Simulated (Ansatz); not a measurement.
# BNH (quartet): from Hartree-Fock to the top rungs at scale of all distances = 1.749, cc-pVDZ

Aim: climb from Hartree-Fock through coupled cluster and multireference methods for BNH (quartet) at one geometry and basis, and see what each rung misses.

Program: Ansatz 0.2.0, Gaussian basis. Level of theory: cc-pVDZ, core rule «outside noble gas», up to 2 orbitals frozen. These are calculated values, not measurements.

The runs, in order: UHF; CCSD(T) on ROHF; CCSD(T) on UHF; BCCD(T) on ROHF; CISD; CCSDT(Q) on ROHF; CCSDT(Q) on UHF; CASSCF and MRCISD+Q, 5 electrons in 5 orbitals; CASSCF and NEVPT2, 5 electrons in 5 orbitals; CASSCF and MRCISD+Q, 9 electrons in 9 orbitals; CASSCF and MRCISD+Q(relaxed), 9 electrons in 9 orbitals; CASSCF and NEVPT2, 9 electrons in 9 orbitals.

13 further runs of the same task are left out: 1 for a mislabelled method, 10 that didn't finish, 2 set aside as unsound or not needed.

## 1. The geometry

The geometry derives from a PBE0/def2-TZVP stationary point (not a proven minimum). All distances are scaled together.

3 atoms, charge 0, spin multiplicity 4.

Atoms are counted from 1 here; the program's logs count them from 0.

No contacts short enough for the rule that draws bonds.

## 2. UHF

The input, in.yaml:

```yaml
crystal:
  periodic: [false, false, false]
  atoms:
    - {symbol: B, position_ang: [0.000000, 0.139486, 1.510743]}
    - {symbol: N, position_ang: [0.000000, -0.205712, -1.028284]}
    - {symbol: H, position_ang: [0.000000, 1.362549, -1.914576]}
basis:
  gaussian: {orbitals: cc-pVDZ}
magnetization: {spin_polarized: true, initial_magnetization: 3}
hamiltonian: {xc: hf}
output: {orbitals: {seedname: orbitals}}
```

Started as:

```
$ ansatz run in.yaml --threads 1 --pin off --events-out ev --progress --plain --max-ram 2393MiB
```

The runs that follow: CCSD(T) on ROHF; CCSD(T) on UHF; BCCD(T) on ROHF; CISD; CCSDT(Q) on ROHF; CCSDT(Q) on UHF; CASSCF and MRCISD+Q, 5 electrons in 5 orbitals; CASSCF and NEVPT2, 5 electrons in 5 orbitals; CASSCF and MRCISD+Q, 9 electrons in 9 orbitals; CASSCF and MRCISD+Q(relaxed), 9 electrons in 9 orbitals; CASSCF and NEVPT2, 9 electrons in 9 orbitals.

**Question.** What will the summary of the whole plan be? Wanted: RCCSDT(Q) below the RHF energy; RMP2 from RCCSDT(Q); UMP2 from RCCSDT(Q); RCCSD from RCCSDT(Q); RCCSD(T) from RCCSDT(Q); UCCSD(T) from RCCSDT(Q); UCCSDT(Q) from RCCSDT(Q); NEVPT2 pair from RCCSDT(Q); MRCISD+Q pair from RCCSDT(Q).

The runs gave:

| quantity | value |
| --- | --- |
| RCCSDT(Q) below the RHF energy | -6.7666 eV |
| RMP2 from RCCSDT(Q) | +1985.6 meV |
| UMP2 from RCCSDT(Q) | +1622.7 meV |
| RCCSD from RCCSDT(Q) | +270.8 meV |
| RCCSD(T) from RCCSDT(Q) | +66.2 meV |
| UCCSD(T) from RCCSDT(Q) | +92.7 meV |
| UCCSDT(Q) from RCCSDT(Q) | 0.0 meV |
| NEVPT2 pair from RCCSDT(Q) | +1140.9 meV |
| MRCISD+Q pair from RCCSDT(Q) | -40.7 meV |
| NEVPT2 valence from RCCSDT(Q) | +761.6 meV |
| levels within 1 kcal/mol (43 meV) | RCCSDT, UCCSDT, UCCSDT(Q), MRCISD+Q pair, MRCISD+Q valence, MRCISD+Q(relaxed) valence |
| T1 diagnostic | 0.064 |
| effectively unpaired electrons | 3.64 |

RCCSD(T) lands +66.2 meV from the yardstick (1.0 % of the correlation energy). CCSD(T) misses by +66.2 meV on the restricted determinant and by +92.7 meV on the unrestricted one; the two need not hold the same state or core. The occupations show some static correlation. Of the multireference levels listed MRCISD+Q valence comes nearest in total energy (-12.9 meV), which doesn't show that its space is the better one. These misses are within one basis, not against nature; the frozen cores of restricted and unrestricted runs differ, which can shift their rows.
